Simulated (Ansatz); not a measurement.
# CH2BN (SMILES BC#N) at 6 levels

Wanted: a comparison of 6 runs (HF/STO-3G, CAM-B3LYP/STO-3G, r2SCAN/STO-3G, RPA@PBE/STO-3G, CCSDT/STO-3G, CCSD(T)/STO-3G) of CH2BN. 

Program for the calculation: Ansatz 0.2.0.

73 further runs of the same task are left out: 73 set aside as unsound or not needed.

### 1 Starting point

CH2BN has 5 atoms, charge 0, and is taken as a singlet. SMILES: `BC#N`. The C2–B1 distance was set to 3.043 Å, away from the relaxed value. At this shape a bond of the SMILES string is far longer than usual.

Bond lengths: C2–N3 1.154 Å, B1–H4 1.189 Å, B1–H5 1.189 Å. Angles: H4–B1–H5 122.2°.

### 2 The energy at HF/STO-3G (run 1)

The input, in.yaml:

```yaml
crystal:
  periodic: [false, false, false]
  atoms:
    - {symbol: B, position_ang: [-0.791083, 1.579266, -1.174475]}
    - {symbol: C, position_ang: [0.352700, -0.696700, 0.490700]}
    - {symbol: "N", position_ang: [0.786500, -1.559600, 1.122200]}
    - {symbol: H, position_ang: [-1.316183, 1.325366, -2.210175]}
    - {symbol: H, position_ang: [-0.697783, 2.691966, -0.767275]}
basis:
  gaussian:
    orbitals: STO-3G
hamiltonian:
  xc: hf
accuracy: high
```

The run is started by

```
$ ansatz run in.yaml --threads 1 --pin off --max-ram 2610MiB --events-out events.jsonl --progress --plain --runs-dir runs
```

Log:

```text
Warning: RAYON_NUM_THREADS=1 ignored (pool sized by the plan → 1); use --threads N
Functional definition: HF
  name "HF"
  exchange = exact_x
  correlation = 0
272 factors; integrals over basis functions are off by at most 7.8e-9 eV
mean field evaluation 1: about -3161.6027 eV, gradient 2.7e1 eV
mean field evaluation 2: about -3161.6017 eV, gradient 2.7e1 eV
mean field evaluation 4: about -3165.3287 eV, gradient 5.5e0 eV
mean field evaluation 8: about -3165.6258 eV, gradient 4.4e-2 eV
mean field -3165.61756139 eV, -116.3342996484 hartree, gradient 5.5e-8 eV, S^2 0.000000; 0 other end points of the search recorded, 0 dependent functions left out
reference -3165.61756139 eV, -116.3342996484 hartree; 10, 10 occupied and 7, 7 virtual orbitals, 272 factors
Total energy: -3165.61756139 eV, -116.3342996484 hartree
```

Run time: 0.08 s. Hardware: 1 thread of Arm Neoverse V1, shared host.

### 3 A single-point energy at CAM-B3LYP/STO-3G (run 2)

The input, input.yaml:

```yaml
crystal:
  periodic: [false, false, false]
  atoms:
    - {symbol: B, position_ang: [-0.791083, 1.579266, -1.174475]}
    - {symbol: C, position_ang: [0.352700, -0.696700, 0.490700]}
    - {symbol: N, position_ang: [0.786500, -1.559600, 1.122200]}
    - {symbol: H, position_ang: [-1.316183, 1.325366, -2.210175]}
    - {symbol: H, position_ang: [-0.697783, 2.691966, -0.767275]}
basis:
  gaussian:
    orbitals: STO-3G
hamiltonian:
  xc: {name: CAM-B3LYP}
accuracy: high
```

The run is started by

```
$ ansatz run input.yaml --threads 1 --pin off --max-ram 2610MiB --events-out events.jsonl --progress --plain --runs-dir runs
```

Log:

```text
Warning: RAYON_NUM_THREADS=1 ignored (pool sized by the plan → 1); use --threads N
Functional definition: CAM-B3LYP
  name "CAM-B3LYP"
  parameter alpha = 0.19
  parameter beta = 0.46
  parameter omega = 0.33/bohr
  parameter ac = 0.81
  exchange = (1 - alpha - beta)*b88_x + beta*b88_x_sr(omega) + alpha*exact_x + beta*exact_x_lr(omega)
  correlation = (1 - ac)*vwn5_c + ac*lyp_c
272 factors; integrals over basis functions are off by at most 7.8e-9 eV
170 factors; integrals over basis functions are off by at most 1.0e-9 eV
mean field evaluation 1: about -3178.9818 eV, gradient 2.6e1 eV
mean field evaluation 2: about -3047.0274 eV, gradient 1.0e2 eV
mean field evaluation 4: about -3183.3010 eV, gradient 1.5e1 eV
mean field evaluation 8: about -3183.9503 eV, gradient 2.0e-1 eV
mean field evaluation 16: about -3183.9505 eV, gradient 5.4e-6 eV
mean field -3183.95051575 eV, -117.0080232947 hartree, gradient 7.5e-8 eV, S^2 0.000000; 0 other end points of the search recorded, 0 dependent functions left out
reference -3183.95052887 eV, -117.0080237769 hartree; 10, 10 occupied and 7, 7 virtual orbitals, 272 factors
Total energy: -3183.95052887 eV, -117.0080237769 hartree
```

It took 1 s on 1 thread of Arm Neoverse V1, shared host; peak memory 0.091 GiB.

Run 3 isn't shown in full; the table further down has it.

### 4 The energy at RPA@PBE/STO-3G (run 4)

The input, job.yaml:

```yaml
crystal:
  periodic: [false, false, false]
  atoms:
    - {symbol: B, position_ang: [-0.791083, 1.579266, -1.174475]}
    - {symbol: C, position_ang: [0.352700, -0.696700, 0.490700]}
    - {symbol: N, position_ang: [0.786500, -1.559600, 1.122200]}
    - {symbol: H, position_ang: [-1.316183, 1.325366, -2.210175]}
    - {symbol: H, position_ang: [-0.697783, 2.691966, -0.767275]}
basis:
  gaussian:
    orbitals: STO-3G
hamiltonian:
  xc: pbe
correlation:
  method: rpa
  frozen_orbitals: {B: 1, C: 1, H: 0, "N": 1}
accuracy: high
```

The run is started by

```
$ ansatz run job.yaml --threads 1 --pin off --max-ram 2610MiB --events-out events.jsonl --progress --plain --runs-dir runs
```

Log, shortened:

```text
Warning: RAYON_NUM_THREADS=1 ignored (pool sized by the plan → 1); use --threads N
Functional definition: PBE
  name "PBE"
[...]
272 factors; integrals over basis functions are off by at most 7.8e-9 eV
[...]
mean field -3182.73390681 eV, -116.9633137408 hartree, gradient 8.5e-8 eV, S^2 0.000000; 0 other end points of the search recorded, 0 dependent functions left out; unrestricted orbitals would lower it
unrestricted determinant -3168.30445522 eV, -116.4330411753 hartree, S^2 1.3685
3 core orbitals not correlated: weight in the atoms' cores, before any rotation towards them, 1.000 or more for the frozen orbitals, at most 0.000 for the correlated occupied ones
reference -3165.07221513 eV, -116.3142585431 hartree; 7, 7 occupied and 7, 7 virtual orbitals, 272 factors
Total energy: -3175.69972488 eV, -116.7048123226 hartree
```

Run time: 1.4 s. Hardware: 1 thread of Arm Neoverse V1, shared host; peak memory 0.092 GiB.

Run 5 isn't shown in full; the table further down has it.

### 5 The energy at CCSD(T)/STO-3G (run 6)

The input, in.yaml:

```yaml
crystal:
  periodic: [false, false, false]
  atoms:
    - {symbol: B, position_ang: [-0.791083, 1.579266, -1.174475]}
    - {symbol: C, position_ang: [0.352700, -0.696700, 0.490700]}
    - {symbol: N, position_ang: [0.786500, -1.559600, 1.122200]}
    - {symbol: H, position_ang: [-1.316183, 1.325366, -2.210175]}
    - {symbol: H, position_ang: [-0.697783, 2.691966, -0.767275]}
basis:
  gaussian: {orbitals: STO-3G}
accuracy: high
total_charge: 0
correlation: {method: ccsd_t, frozen_orbitals: {B: 1, C: 1, H: 0, "N": 1}}
scf: {omitted_lower_state_checks: [cluster_reference, increment]}
magnetization: {spin_polarized: false, initial_magnetization: 0}
```

The run is started by

```
$ ansatz run in.yaml --threads 1 --pin off --max-ram 2610MiB --events-out events.jsonl --progress --plain --runs-dir runs
```

Log, shortened:

```text
Warning: RAYON_NUM_THREADS=1 ignored (pool sized by the plan → 1); use --threads N
[... 2 set-up lines as earlier in the session ...]
[...]
272 factors; integrals over basis functions are off by at most 7.8e-9 eV
[...]
mean field -3165.61756139 eV, -116.3342996484 hartree, gradient 5.5e-8 eV, S^2 0.000000; 0 other end points of the search recorded, 0 dependent functions left out; unrestricted orbitals would lower it
3 core orbitals not correlated: weight in the atoms' cores, before any rotation towards them, 1.000 or more for the frozen orbitals, at most 0.000 for the correlated occupied ones
reference -3165.61756139 eV, -116.3342996484 hartree; 7, 7 occupied and 7, 7 virtual orbitals, 272 factors
second order -6.12541361 eV of doubles, -0.00000000 eV of singles
cycle   1  -5.95806666 eV  change   -6.2e-1 eV  update   1.8e-1
[...]
cycle  33  -7.54886120 eV  change   -1.1e-9 eV  update  2.4e-10
perturbative correction -0.67541049 eV, -0.0248208776 hartree
WARN: these amplitudes may be one of several solutions (largest doubles amplitude 0.54, level shift 2.90 eV)
Total energy: -3173.84183308 eV, -116.6365360584 hartree
Checks for a lower state left out: cluster_reference, increment
```

Run time: 0.16 s. Hardware: 1 thread of Arm Neoverse V1, shared host.

### 6 The series

| run | level | frozen core orbitals | energy (Eh) | wall time |
| --- | --- | --- | --- | --- |
| 1 | HF/STO-3G | – | -116.334300 | 0.08 s |
| 2 | CAM-B3LYP/STO-3G | – | -117.008024 | 1 s |
| 3 | r2SCAN/STO-3G | – | -117.050719 | 2.2 s |
| 4 | RPA@PBE/STO-3G | 3 | -116.704812 | 1.4 s |
| 5 | CCSDT/STO-3G | 3 | -116.627674 | 0.63 s |
| 6 | CCSD(T)/STO-3G | 3 | -116.636536 | 0.16 s |

### 7 Summary of results

| quantity | value |
| --- | --- |
| run 6: total energy | -116.63654 Eh |
| run 6: correlation energy (3 core orbitals frozen) | -302.2 mEh |
| run 6: (T) correction | -24.82 mEh |
| run 6: T1 diagnostic | 0.082 |

**Reading.** Below the HF energy at the same shape and in the same basis (STO-3G): CCSDT -293.4 mEh; CCSD(T) -302.2 mEh. Totals of different functionals can't be ranked against each other. In run 6 the T1 diagnostic is large, so a single reference may not serve. In runs 4, 5, 6 the log says that unrestricted orbitals would lower the reference, so the values rest on an unstable closed-shell determinant (other closed-shell runs at this shape may share the fault). In runs 1, 2, 3, 4, 5, 6 the basis is minimal, so the values are rough. All runs together took 5.4 s, the longest 2.2 s.
